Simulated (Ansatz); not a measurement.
**Be (model structure, started from the diamond type, Fd-3m, No. 227, 2 atoms in the cell)**

Calculation: r²SCAN (Ansatz, a quantum-chemistry and plane-wave program, plane waves, PAW).

Settings: plane-wave cutoff 500 eV, 28×28×28 k mesh, Fermi–Dirac smearing 0.1 eV, scalar-relativistic PAW data made under PBE.

Cell (relaxed at this level):

```cif
data_Be2
_chemical_formula_sum 'Be2'
_space_group_name_H-M_alt 'P 1'
_space_group_IT_number 1
_cell_length_a 3.48650
_cell_length_b 3.48650
_cell_length_c 3.48650
_cell_angle_alpha 60.000
_cell_angle_beta 60.000
_cell_angle_gamma 60.000
loop_
_space_group_symop_operation_xyz
  'x, y, z'
loop_
_atom_site_label
_atom_site_type_symbol
_atom_site_fract_x
_atom_site_fract_y
_atom_site_fract_z
_atom_site_occupancy
Be1 Be 0.75000 0.75000 0.75000 1
Be2 Be 0.50000 0.50000 0.50000 1
```

```
Quantity          Value
--------  -------------
band gap  zero (no gap)
```

Note: the relaxation could raise the start's symmetry but not lower it, so the cell can be a saddle point.

Computed values are for the static lattice.

A model structure was made by putting elements into a prototype or built by hand; it is no filed structure, need not be a known phase, and can be a saddle point held by its symmetry.
